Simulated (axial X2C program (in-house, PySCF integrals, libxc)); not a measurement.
# Linear HSiF at several levels

One table from this session's results is given with a row withheld; the runs are named, their logs left out.

Computed with an in-house X2C program for linear molecules on PySCF integrals. Level: all-electron X2C, two-component (2c) or spin-free, H dyall-v3z, Si dyall-v3z, F dyall-av3z.

All values are calculated.

2 further runs of the same task are left out: 2 set aside as unsound or not needed.

Set-up of the first run:

task.json reads:

```json
{
 "zs": [
  1,
  14,
  9
 ],
 "q": 0,
 "bas": [
  "dyall-v3z",
  "dyall-v3z",
  "dyall-av3z"
 ],
 "r0": [
  1.48,
  1.8
 ],
 "symm": 0,
 "scan": [
  "PBE0",
  "HF",
  "PBE"
 ],
 "levels": [
  "PBE0",
  "HF",
  "TPSSh"
 ],
 "nst": 2
}
```

Keys: zs atomic numbers; q charge; bas basis sets; r0 starting distance in Å; symm equal bonds; scan levels of the two-bond scan (MP2 follows by itself at each HF point); levels methods; nst determinants followed.

Launch:

```console
python solin.py task.json out
```

Masses H 1.008, Si 27.977, F 18.998 u.

Steps of the session up to this table: Scan at PBE0, 2c; Scan at HF, 2c; Scan at PBE, 2c.

One of the session's tables, all rows but one given; the rest of the session is left out.

```
          level  r(H–Si) (Å)  r(Si–F) (Å)  lower stretch (cm⁻¹)  upper stretch (cm⁻¹)
       PBE0, 2c        1.641        1.643                 763.4                1341.3
         HF, 2c        1.671        1.611                 813.9                1005.8
        PBE, 2c        1.650        1.669                 717.1                1330.6
        MP2, 2c            ?            ?                     ?                     ?
PBE0, spin-free        1.640        1.643                 763.2                1342.1
  HF, spin-free        1.670        1.611                 813.7                1008.4
 PBE, spin-free        1.650        1.669                 716.9                1331.5
 MP2, spin-free        1.623        1.647                 768.1                1357.9
```

Q: Estimate the row for MP2, 2c from the others.

**Answer.** r(H–Si) (Å): 1.623; r(Si–F) (Å): 1.647; lower stretch (cm⁻¹): 768.3; upper stretch (cm⁻¹): 1356.8.

Scans not shown above were run alike.

Limits of these values: The molecule was held linear; bending was not examined, so a bent shape may lie lower. Note: functional without a current term on a determinant with orbital currents, of the molecule or an atom.
